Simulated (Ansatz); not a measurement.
Basis-set extrapolation for C₃H₇FO, SMILES `CCOCF` (PBE0-D4/def2-TZVP geometry, frozen core, Ansatz). Multiplicity 1, RHF reference.

```
                      def2-TZVPP   def2-QZVPP
                 HF  -292.092348  -292.105849
    MP2 correlation    -1.006794    -1.083435
CCSD(T) correlation    -1.080095      not run
```

Energies in hartree. Use E(X) = E(∞) + A·exp(−7.88·√X) for Hartree–Fock and E(X) = E(∞) + B·X^(−2.97) for correlation, with X = 3 and 4, and add CCSD(T) minus MP2 of the smaller set to the MP2 limit.

Task: What is the CCSD(T) energy at the basis-set limit?

Result: HF limit: -292.105849 + (-0.013501) × 0.13774 = -292.10771. MP2 limit: -1.083435 + (-0.076641) × 0.74074 = -1.14021. Higher-order term: -1.080095 − (-1.006794) = -0.07330. Total: -293.32122 hartree, 390.6 kJ/mol below CCSD(T)/def2-TZVPP.
